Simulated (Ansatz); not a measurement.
# BH₂− (triplet): RPA-PBE over a scan of the distance B1–H2, 6-31++G**

Aim: run BH₂− (triplet) with these functionals over a scan of the distance B1–H2, and hold them against the top wave-function level at the same points.

Computed with Ansatz 0.2.0, Gaussian basis. Level: 6-31++G**, all electrons in the functionals, frozen cores in the correlation of double hybrids and RPA.

The runs, in order: RPA-PBE, at 0.989 Å; 1.098 Å; 1.209 Å; 1.360 Å; 1.497 Å; 1.664 Å; 1.919 Å; 2.264 Å; 2.654 Å; 3.342 Å; 4.205 Å.

16 further runs of the same task are left out: 3 for a known fault of the program, 13 that didn't finish.

### 1 The system

The geometry derives from a PBE0/def2-TZVPD stationary point (not a proven minimum). One bond is set to the value named and the two fragments are kept rigid.

3 atoms, charge -1, spin multiplicity 3.

Atoms are counted from 1 here; the program's logs count them from 0.

Bond lengths: B1–H2 1.209 Å, B1–H3 1.209 Å. Angles: H2–B1–H3 128.9°.

No dispersion term is added.

The geometry shown and the zero of energy belong to the point 1.209 Å. The yardstick, FCI, and other wave-function levels (R restricted, U unrestricted, valence and pair active spaces) come from earlier runs.

### 2 RPA-PBE, 0.989 Å

in.yaml reads:

```yaml
crystal:
  periodic: [false, false, false]
  atoms:
    - {symbol: B, position_ang: [0.000000, -0.074440, -0.015608]}
    - {symbol: H, position_ang: [0.000000, 0.351782, -0.908052]}
    - {symbol: H, position_ang: [0.000000, 0.446644, 1.075465]}
basis:
  gaussian: {orbitals: "6-31++G**"}
total_charge: -1
magnetization: {spin_polarized: true, initial_magnetization: 2}
hamiltonian: {xc: {name: PBE}}
correlation: {method: rpa, electrons: outside_noble_gas}
```

Run with:

```bash
ansatz run in.yaml --threads 1 --pin off --events-out ev --progress --plain --max-ram 2393MiB
```

Log:

```text
Functional definition: PBE
  name "PBE"
  cite "Perdew, Burke & Ernzerhof, Phys. Rev. Lett. 77, 3865 (1996) doi:10.1103/PhysRevLett.77.3865"
  parent pbe
  parameter kappa = 0.804
  parameter beta = 0.06672455060314922
  exchange = pbe_x(kappa = kappa, mu = beta*pi^2/3)
  correlation = pbe_c(beta = beta)
278 factors; integrals over basis functions are off by at most 1.2e-3 eV
mean field evaluation 1: about -703.1252 eV, gradient 8.9e0 eV
mean field evaluation 2: about -703.1230 eV, gradient 8.9e0 eV
mean field evaluation 4: about -703.7162 eV, gradient 2.8e0 eV
mean field evaluation 8: about -703.7887 eV, gradient 1.1e-2 eV
mean field evaluation 16: about -703.7887 eV, gradient 1.1e-6 eV
mean field evaluation 32: about -703.7887 eV, gradient 1.1e-6 eV
mean field -703.78874406 eV, -25.8637592990 hartree, gradient 1.1e-6 eV, S^2 2.003664; 0 other end points of the search recorded, 0 dependent functions left out
1 core orbitals not correlated: weight in the atoms' cores, before any rotation towards them, 1.000 or more for the frozen orbitals, at most 0.000 for the correlated occupied ones
reference -699.38607915 eV, -25.7019643478 hartree; 4, 2 occupied and 26, 28 virtual orbitals, 278 factors
Total energy: -704.23949989 eV, -25.8803242703 hartree
```

Wall time 0.51 s (1 thread of Arm Neoverse V2, shared host).

From the report: ⟨S²⟩ of the determinant 2.004 (pure triplet: 2.00).

### 3 RPA-PBE, 1.098 Å

in.yaml reads:

```yaml
crystal:
  periodic: [false, false, false]
  atoms:
    - {symbol: B, position_ang: [0.000000, -0.078131, -0.007879]}
    - {symbol: H, position_ang: [0.000000, 0.395065, -0.998682]}
    - {symbol: H, position_ang: [0.000000, 0.442953, 1.083194]}
basis:
  gaussian: {orbitals: "6-31++G**"}
total_charge: -1
magnetization: {spin_polarized: true, initial_magnetization: 2}
hamiltonian: {xc: {name: PBE}}
correlation: {method: rpa, electrons: outside_noble_gas}
```

Launched as before.

Log:

```text
Functional definition: PBE
  name "PBE"
  cite "Perdew, Burke & Ernzerhof, Phys. Rev. Lett. 77, 3865 (1996) doi:10.1103/PhysRevLett.77.3865"
  parent pbe
  parameter kappa = 0.804
  parameter beta = 0.06672455060314922
  exchange = pbe_x(kappa = kappa, mu = beta*pi^2/3)
  correlation = pbe_c(beta = beta)
279 factors; integrals over basis functions are off by at most 1.2e-3 eV
mean field evaluation 1: about -704.0112 eV, gradient 7.1e0 eV
mean field evaluation 2: about -704.0078 eV, gradient 7.1e0 eV
mean field evaluation 4: about -704.3747 eV, gradient 2.7e0 eV
mean field evaluation 8: about -704.4362 eV, gradient 9.7e-3 eV
mean field evaluation 16: about -704.4362 eV, gradient 5.4e-6 eV
mean field -704.43619675 eV, -25.8875527465 hartree, gradient 5.4e-6 eV, S^2 2.003878; 0 other end points of the search recorded, 0 dependent functions left out
1 core orbitals not correlated: weight in the atoms' cores, before any rotation towards them, 1.000 or more for the frozen orbitals, at most 0.000 for the correlated occupied ones
reference -700.01373908 eV, -25.7250304248 hartree; 4, 2 occupied and 26, 28 virtual orbitals, 279 factors
Total energy: -704.85761243 eV, -25.9030394871 hartree
```

Run time: 0.48 s. Hardware: 1 thread of Arm Neoverse V2, shared host.

From the report: ⟨S²⟩ of the determinant 2.004 (pure triplet: 2.00).

### 4 RPA-PBE, 1.209 Å

in.yaml reads:

```yaml
crystal:
  periodic: [false, false, false]
  atoms:
    - {symbol: B, position_ang: [0.000000, -0.081894, 0.000000]}
    - {symbol: H, position_ang: [0.000000, 0.439190, -1.091073]}
    - {symbol: H, position_ang: [0.000000, 0.439190, 1.091073]}
basis:
  gaussian: {orbitals: "6-31++G**"}
total_charge: -1
magnetization: {spin_polarized: true, initial_magnetization: 2}
hamiltonian: {xc: {name: PBE}}
correlation: {method: rpa, electrons: outside_noble_gas}
```

The command is unchanged.

Log:

```text
Functional definition: PBE
  name "PBE"
  cite "Perdew, Burke & Ernzerhof, Phys. Rev. Lett. 77, 3865 (1996) doi:10.1103/PhysRevLett.77.3865"
  parent pbe
  parameter kappa = 0.804
  parameter beta = 0.06672455060314922
  exchange = pbe_x(kappa = kappa, mu = beta*pi^2/3)
  correlation = pbe_c(beta = beta)
281 factors; integrals over basis functions are off by at most 1.2e-3 eV
mean field evaluation 1: about -704.3376 eV, gradient 5.8e0 eV
mean field evaluation 2: about -704.3348 eV, gradient 5.8e0 eV
mean field evaluation 4: about -704.5517 eV, gradient 2.7e0 eV
mean field evaluation 8: about -704.6171 eV, gradient 9.5e-3 eV
mean field evaluation 16: about -704.6171 eV, gradient 1.2e-6 eV
mean field -704.61713260 eV, -25.8942020163 hartree, gradient 1.2e-6 eV, S^2 2.004125; 0 other end points of the search recorded, 0 dependent functions left out
1 core orbitals not correlated: weight in the atoms' cores, before any rotation towards them, 1.000 or more for the frozen orbitals, at most 0.000 for the correlated occupied ones
reference -700.16073291 eV, -25.7304323486 hartree; 4, 2 occupied and 26, 28 virtual orbitals, 281 factors
Total energy: -705.00317773 eV, -25.9083889131 hartree
```

It took 0.48 s on 1 thread of Arm Neoverse V2, shared host.

From the report: ⟨S²⟩ of the determinant 2.004 (pure triplet: 2.00).

### 5 RPA-PBE, 1.360 Å

in.yaml reads:

```yaml
crystal:
  periodic: [false, false, false]
  atoms:
    - {symbol: B, position_ang: [0.000000, -0.087003, 0.010699]}
    - {symbol: H, position_ang: [0.000000, 0.499104, -1.216525]}
    - {symbol: H, position_ang: [0.000000, 0.434081, 1.101772]}
basis:
  gaussian: {orbitals: "6-31++G**"}
total_charge: -1
magnetization: {spin_polarized: true, initial_magnetization: 2}
hamiltonian: {xc: {name: PBE}}
correlation: {method: rpa, electrons: outside_noble_gas}
```

The command is unchanged.

Log:

```text
Functional definition: PBE
  name "PBE"
  cite "Perdew, Burke & Ernzerhof, Phys. Rev. Lett. 77, 3865 (1996) doi:10.1103/PhysRevLett.77.3865"
  parent pbe
  parameter kappa = 0.804
  parameter beta = 0.06672455060314922
  exchange = pbe_x(kappa = kappa, mu = beta*pi^2/3)
  correlation = pbe_c(beta = beta)
280 factors; integrals over basis functions are off by at most 1.2e-3 eV
mean field evaluation 1: about -704.2643 eV, gradient 4.8e0 eV
mean field evaluation 2: about -704.2614 eV, gradient 4.8e0 eV
mean field evaluation 4: about -704.3746 eV, gradient 2.8e0 eV
mean field evaluation 8: about -704.4471 eV, gradient 1.2e-2 eV
mean field evaluation 16: about -704.4471 eV, gradient 5.8e-6 eV
mean field -704.44707555 eV, -25.8879525353 hartree, gradient 5.8e-6 eV, S^2 2.004476; 0 other end points of the search recorded, 0 dependent functions left out
1 core orbitals not correlated: weight in the atoms' cores, before any rotation towards them, 1.000 or more for the frozen orbitals, at most 0.000 for the correlated occupied ones
reference -699.93229949 eV, -25.7220375751 hartree; 4, 2 occupied and 26, 28 virtual orbitals, 280 factors
Total energy: -704.78568411 eV, -25.9003961702 hartree
```

Run time: 0.51 s. Hardware: 1 thread of Arm Neoverse V2, shared host.

From the report: ⟨S²⟩ of the determinant 2.004 (pure triplet: 2.00).

From 1.209 Å: +0.217 eV.

### 6 RPA-PBE, 1.497 Å

in.yaml reads:

```yaml
crystal:
  periodic: [false, false, false]
  atoms:
    - {symbol: B, position_ang: [0.000000, -0.091643, 0.020413]}
    - {symbol: H, position_ang: [0.000000, 0.553507, -1.330435]}
    - {symbol: H, position_ang: [0.000000, 0.429441, 1.111486]}
basis:
  gaussian: {orbitals: "6-31++G**"}
total_charge: -1
magnetization: {spin_polarized: true, initial_magnetization: 2}
hamiltonian: {xc: {name: PBE}}
correlation: {method: rpa, electrons: outside_noble_gas}
```

Launched as before.

Log:

```text
Functional definition: PBE
  name "PBE"
  cite "Perdew, Burke & Ernzerhof, Phys. Rev. Lett. 77, 3865 (1996) doi:10.1103/PhysRevLett.77.3865"
  parent pbe
  parameter kappa = 0.804
  parameter beta = 0.06672455060314922
  exchange = pbe_x(kappa = kappa, mu = beta*pi^2/3)
  correlation = pbe_c(beta = beta)
281 factors; integrals over basis functions are off by at most 1.2e-3 eV
mean field evaluation 1: about -703.9375 eV, gradient 4.6e0 eV
mean field evaluation 2: about -703.9347 eV, gradient 4.6e0 eV
mean field evaluation 4: about -704.0926 eV, gradient 6.2e-1 eV
mean field evaluation 8: about -704.0966 eV, gradient 1.8e-2 eV
mean field evaluation 16: about -704.0966 eV, gradient 1.7e-6 eV
mean field -704.09660160 eV, -25.8750728550 hartree, gradient 1.7e-6 eV, S^2 2.004758; 0 other end points of the search recorded, 0 dependent functions left out
1 core orbitals not correlated: weight in the atoms' cores, before any rotation towards them, 1.000 or more for the frozen orbitals, at most 0.000 for the correlated occupied ones
reference -699.52346567 eV, -25.7070132093 hartree; 4, 2 occupied and 26, 28 virtual orbitals, 281 factors
Total energy: -704.39953255 eV, -25.8862053621 hartree
```

Run time: 0.48 s. Hardware: 1 thread of Arm Neoverse V2, shared host.

From the report: ⟨S²⟩ of the determinant 2.005 (pure triplet: 2.00).

From 1.209 Å: +0.604 eV.

### 7 RPA-PBE, 1.664 Å

in.yaml reads:

```yaml
crystal:
  periodic: [false, false, false]
  atoms:
    - {symbol: B, position_ang: [0.000000, -0.097298, 0.032255]}
    - {symbol: H, position_ang: [0.000000, 0.619822, -1.469289]}
    - {symbol: H, position_ang: [0.000000, 0.423786, 1.123328]}
basis:
  gaussian: {orbitals: "6-31++G**"}
total_charge: -1
magnetization: {spin_polarized: true, initial_magnetization: 2}
hamiltonian: {xc: {name: PBE}}
correlation: {method: rpa, electrons: outside_noble_gas}
```

Launched as before.

Log (excerpt; [...] marks lines left out):

```text
Functional definition: PBE
  name "PBE"
  cite "Perdew, Burke & Ernzerhof, Phys. Rev. Lett. 77, 3865 (1996) doi:10.1103/PhysRevLett.77.3865"
  parent pbe
[...]
280 factors; integrals over basis functions are off by at most 1.2e-3 eV
[...]
mean field -703.58857931 eV, -25.8564033801 hartree, gradient 2.8e-6 eV, S^2 2.004961; 3 other end points of the search recorded, 0 dependent functions left out
1 core orbitals not correlated: weight in the atoms' cores, before any rotation towards them, 1.000 or more for the frozen orbitals, at most 0.000 for the correlated occupied ones
reference -698.94425642 eV, -25.6857276619 hartree; 4, 2 occupied and 26, 28 virtual orbitals, 280 factors
Total energy: -703.86239578 eV, -25.8664659497 hartree
```

Run time: 0.96 s. Hardware: 1 thread of Arm Neoverse V2, shared host.

From the report: ⟨S²⟩ of the determinant 2.005 (pure triplet: 2.00).

From 1.209 Å: +1.141 eV.

### 8 RPA-PBE, 1.919 Å

in.yaml reads:

```yaml
crystal:
  periodic: [false, false, false]
  atoms:
    - {symbol: B, position_ang: [0.000000, -0.105934, 0.050337]}
    - {symbol: H, position_ang: [0.000000, 0.721081, -1.681312]}
    - {symbol: H, position_ang: [0.000000, 0.415150, 1.141410]}
basis:
  gaussian: {orbitals: "6-31++G**"}
total_charge: -1
magnetization: {spin_polarized: true, initial_magnetization: 2}
hamiltonian: {xc: {name: PBE}}
correlation: {method: rpa, electrons: outside_noble_gas}
```

Launched as before.

Log (excerpt; [...] marks lines left out):

```text
Functional definition: PBE
  name "PBE"
  cite "Perdew, Burke & Ernzerhof, Phys. Rev. Lett. 77, 3865 (1996) doi:10.1103/PhysRevLett.77.3865"
  parent pbe
[...]
278 factors; integrals over basis functions are off by at most 1.2e-3 eV
[...]
mean field -702.84412844 eV, -25.8290453155 hartree, gradient 8.8e-6 eV, S^2 2.004708; 4 other end points of the search recorded, 0 dependent functions left out
1 core orbitals not correlated: weight in the atoms' cores, before any rotation towards them, 1.000 or more for the frozen orbitals, at most 0.000 for the correlated occupied ones
reference -698.10284141 eV, -25.6548062309 hartree; 4, 2 occupied and 26, 28 virtual orbitals, 278 factors
Total energy: -703.10809485 eV, -25.8387459020 hartree
```

Run time: 1.2 s. Hardware: 1 thread of Arm Neoverse V2, shared host.

From the report: ⟨S²⟩ of the determinant 2.005 (pure triplet: 2.00).

From 1.209 Å: +1.895 eV.

### 9 RPA-PBE, 2.264 Å

in.yaml reads:

```yaml
crystal:
  periodic: [false, false, false]
  atoms:
    - {symbol: B, position_ang: [0.000000, -0.117618, 0.074800]}
    - {symbol: H, position_ang: [0.000000, 0.858080, -1.968166]}
    - {symbol: H, position_ang: [0.000000, 0.403466, 1.165873]}
basis:
  gaussian: {orbitals: "6-31++G**"}
total_charge: -1
magnetization: {spin_polarized: true, initial_magnetization: 2}
hamiltonian: {xc: {name: PBE}}
correlation: {method: rpa, electrons: outside_noble_gas}
```

The command is unchanged.

Log (excerpt; [...] marks lines left out):

```text
Functional definition: PBE
  name "PBE"
  cite "Perdew, Burke & Ernzerhof, Phys. Rev. Lett. 77, 3865 (1996) doi:10.1103/PhysRevLett.77.3865"
  parent pbe
[...]
277 factors; integrals over basis functions are off by at most 1.2e-3 eV
[...]
mean field -702.06816617 eV, -25.8005292278 hartree, gradient 6.0e-7 eV, S^2 2.003214; 7 other end points of the search recorded, 0 dependent functions left out
1 core orbitals not correlated: weight in the atoms' cores, before any rotation towards them, 1.000 or more for the frozen orbitals, at most 0.000 for the correlated occupied ones
reference -697.23225506 eV, -25.6228127723 hartree; 4, 2 occupied and 26, 28 virtual orbitals, 277 factors
Total energy: -702.37674452 eV, -25.8118692732 hartree
```

Run time: 1.2 s. Hardware: 1 thread of Arm Neoverse V2, shared host.

From the report: ⟨S²⟩ of the determinant 2.003 (pure triplet: 2.00).

From 1.209 Å: +2.626 eV.

### 10 RPA-PBE, 2.654 Å

in.yaml reads:

```yaml
crystal:
  periodic: [false, false, false]
  atoms:
    - {symbol: B, position_ang: [0.000000, -0.130825, 0.102454]}
    - {symbol: H, position_ang: [0.000000, 1.012947, -2.292436]}
    - {symbol: H, position_ang: [0.000000, 0.390259, 1.193527]}
basis:
  gaussian: {orbitals: "6-31++G**"}
total_charge: -1
magnetization: {spin_polarized: true, initial_magnetization: 2}
hamiltonian: {xc: {name: PBE}}
correlation: {method: rpa, electrons: outside_noble_gas}
```

The command is unchanged.

Log (excerpt; [...] marks lines left out):

```text
Functional definition: PBE
  name "PBE"
  cite "Perdew, Burke & Ernzerhof, Phys. Rev. Lett. 77, 3865 (1996) doi:10.1103/PhysRevLett.77.3865"
  parent pbe
[...]
277 factors; integrals over basis functions are off by at most 1.2e-3 eV
[...]
mean field -701.51247196 eV, -25.7801078422 hartree, gradient 6.3e-6 eV, S^2 2.012435; 10 other end points of the search recorded, 0 dependent functions left out
1 core orbitals not correlated: weight in the atoms' cores, before any rotation towards them, 1.000 or more for the frozen orbitals, at most 0.000 for the correlated occupied ones
reference -696.65041609 eV, -25.6014305845 hartree; 4, 2 occupied and 26, 28 virtual orbitals, 277 factors
Total energy: -701.91382526 eV, -25.7948573039 hartree
```

Run time: 1.8 s. Hardware: 1 thread of Arm Neoverse V2, shared host.

From the report: ⟨S²⟩ of the determinant 2.012 (pure triplet: 2.00).

From 1.209 Å: +3.089 eV.

### 11 RPA-PBE, 3.342 Å

in.yaml reads:

```yaml
crystal:
  periodic: [false, false, false]
  atoms:
    - {symbol: B, position_ang: [0.000000, -0.154124, 0.151239]}
    - {symbol: H, position_ang: [0.000000, 1.286150, -2.864482]}
    - {symbol: H, position_ang: [0.000000, 0.366960, 1.242312]}
basis:
  gaussian: {orbitals: "6-31++G**"}
total_charge: -1
magnetization: {spin_polarized: true, initial_magnetization: 2}
hamiltonian: {xc: {name: PBE}}
correlation: {method: rpa, electrons: outside_noble_gas}
```

The command is unchanged.

Log (excerpt; [...] marks lines left out):

```text
Functional definition: PBE
  name "PBE"
  cite "Perdew, Burke & Ernzerhof, Phys. Rev. Lett. 77, 3865 (1996) doi:10.1103/PhysRevLett.77.3865"
  parent pbe
[...]
278 factors; integrals over basis functions are off by at most 1.2e-3 eV
[...]
mean field -701.09965958 eV, -25.7649372672 hartree, gradient 2.1e-6 eV, S^2 2.055374; 14 other end points of the search recorded, 0 dependent functions left out
1 core orbitals not correlated: weight in the atoms' cores, before any rotation towards them, 1.000 or more for the frozen orbitals, at most 0.000 for the correlated occupied ones
reference -696.29350975 eV, -25.5883145185 hartree; 4, 2 occupied and 26, 28 virtual orbitals, 278 factors
Total energy: -701.69442160 eV, -25.7867943683 hartree
```

Run time: 3 s. Hardware: 1 thread of Arm Neoverse V2, shared host.

From the report: ⟨S²⟩ of the determinant 2.055 (pure triplet: 2.00).

From 1.209 Å: +3.309 eV.

### 12 RPA-PBE, 4.205 Å

in.yaml reads:

```yaml
crystal:
  periodic: [false, false, false]
  atoms:
    - {symbol: B, position_ang: [0.000000, -0.183350, 0.212433]}
    - {symbol: H, position_ang: [0.000000, 1.628844, -3.582033]}
    - {symbol: H, position_ang: [0.000000, 0.337734, 1.303506]}
basis:
  gaussian: {orbitals: "6-31++G**"}
total_charge: -1
magnetization: {spin_polarized: true, initial_magnetization: 2}
hamiltonian: {xc: {name: PBE}}
correlation: {method: rpa, electrons: outside_noble_gas}
```

The command is unchanged.

Log (excerpt; [...] marks lines left out):

```text
Functional definition: PBE
  name "PBE"
  cite "Perdew, Burke & Ernzerhof, Phys. Rev. Lett. 77, 3865 (1996) doi:10.1103/PhysRevLett.77.3865"
  parent pbe
[...]
277 factors; integrals over basis functions are off by at most 1.2e-3 eV
[...]
mean field -700.98752650 eV, -25.7608164523 hartree, gradient 2.2e-6 eV, S^2 2.033644; 13 other end points of the search recorded, 0 dependent functions left out
1 core orbitals not correlated: weight in the atoms' cores, before any rotation towards them, 1.000 or more for the frozen orbitals, at most 0.000 for the correlated occupied ones
reference -696.00929609 eV, -25.5778698594 hartree; 4, 2 occupied and 26, 28 virtual orbitals, 277 factors
Total energy: -701.79007445 eV, -25.7903095458 hartree
```

It took 3.4 s on 1 thread of Arm Neoverse V2, shared host.

From the report: ⟨S²⟩ of the determinant 2.034 (pure triplet: 2.00).

From 1.209 Å: +3.213 eV.

### 13 The comparison

The yardstick is full CI for this spin, exact in this basis with these frozen cores. It comes from earlier runs at the same points. Energies in eV, counted from 1.209 Å; blanks weren't run or aren't comparable.

| level | 0.989 Å | 1.098 Å | 1.209 Å | 1.360 Å | 1.497 Å | 1.664 Å | 1.919 Å | 2.264 Å | 2.654 Å | 3.342 Å | 4.205 Å |
| --- | --- | --- | --- | --- | --- | --- | --- | --- | --- | --- | --- |
| FCI | 0.771 | 0.149 | 0.000 | 0.213 | 0.595 | 1.128 | 1.879 | 2.625 | 3.146 | 3.579 | 3.734 |
| RPA-PBE | 0.764 | 0.146 | 0.000 | 0.217 | 0.604 | 1.141 | 1.895 | 2.626 | 3.089 | 3.309 | 3.213 |

Largest miss and mean time a point (FCI took 85 s a point; shared hosts):

| level | largest miss (eV) | where | time a point |
| --- | --- | --- | --- |
| RPA-PBE | -0.521 | 4.205 Å | 1.3 s |

### 14 Results

| quantity | value |
| --- | --- |
| span of the FCI curve | 3.734 eV |
| largest miss, RPA-PBE | -0.521 eV (4.205 Å) |

RPA-PBE strays by up to 0.521 eV, at 4.205 Å. Functionals and the yardstick converge differently with the basis, so part of each miss in 6-31++G** is the basis.
